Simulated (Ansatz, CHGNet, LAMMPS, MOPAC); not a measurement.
**Zinc-blende GaAs, LO phonon frequency at X**

Reference value: 240 cm⁻¹ (measured, temperature not stated, no zero-point or thermal correction; as tabulated in Giannozzi et al., Phys. Rev. B (1991)).

```tsv
level (code)	value (cm⁻¹)	cell (Å³/atom)
BOP GaAs.bop.table (LAMMPS)	245	22.71
PM7 semi-empirical Hartree-Fock (MOPAC)	258	22.42
CHGNet 0.3.0	99	23.67
LDA (Ansatz)	236	21.99
PBE (Ansatz)	(withheld)	23.70
PBE-D3(BJ) (Ansatz)	(withheld)	22.85
r²SCAN (Ansatz)	237	22.75
B3LYP (VWN-RPA form) (Ansatz)	(withheld)	23.95
HSE06 (Ansatz)	238	22.94
LC-ωPBE (Ansatz)	259	21.64
PBE0 (Ansatz)	239	22.87
Hartree–Fock (Ansatz)	(withheld)	23.83
```

**Question.** Fill in the missing entries.

**Answer.** 
- PBE (Ansatz, a program for electronic structure), value (cm⁻¹): 224
- PBE-D3(BJ) (Ansatz), value (cm⁻¹): 233
- B3LYP (VWN-RPA form) (Ansatz), value (cm⁻¹): 229
- Hartree–Fock (Ansatz), value (cm⁻¹): 252

Differences against the reference: BOP GaAs.bop.table +2.1 %, PM7 semi-empirical Hartree-Fock (MOPAC) +7.5 %, CHGNet 0.3.0 -59 %, LDA -1.7 %, PBE -6.7 %, PBE-D3(BJ) -2.9 %, r²SCAN -1.2 %, B3LYP (VWN-RPA form) -4.6 %, HSE06 -0.8 %, LC-ωPBE +7.9 %, PBE0 -0.4 %, Hartree–Fock +5.0 %.

Leaving aside CHGNet 0.3.0 (imaginary modes in this run): Once the reference is moved by up to 3.0 % (a margin picked here for doubts on the reference and the settings, and for temperature and zero-point motion) and values within 1.0 % count as equal, the nearest can be PBE0 (-0.4 %), HSE06 (-0.8 %), r²SCAN (-1.2 %), LDA (-1.7 %), BOP GaAs.bop.table (+2.1 %) or PBE-D3(BJ) (-2.9 %). By the same margin the farthest can be LC-ωPBE (+7.9 %), PM7 semi-empirical Hartree-Fock (MOPAC) (+7.5 %) or PBE (-6.7 %).

The measured value isn't corrected to a static lattice, so vibrations enter the comparison.  PM7 semi-empirical Hartree-Fock (MOPAC): the method was fitted mainly to molecules. PM7 semi-empirical Hartree-Fock (MOPAC): the run uses a supercell at the zone centre in place of a k mesh. PBE-D3(BJ): the dispersion coefficients are held fixed in the derivatives. Each level is taken at its own relaxed cell. Cutoffs and k meshes differ between the levels. Ansatz's density-functional and Hartree–Fock values are scalar-relativistic unless marked +SOC, with PAW data made under PBE.

Empirical potentials (BOP GaAs.bop.table) are fitted to chosen data: where that held the value shown, agreement is built in, and what lay outside the fit can be far off. Machine-learned potentials (CHGNet 0.3.0) are trained on DFT data: a solid inside that data is no test of them.

Differences are worked out from the printed values.
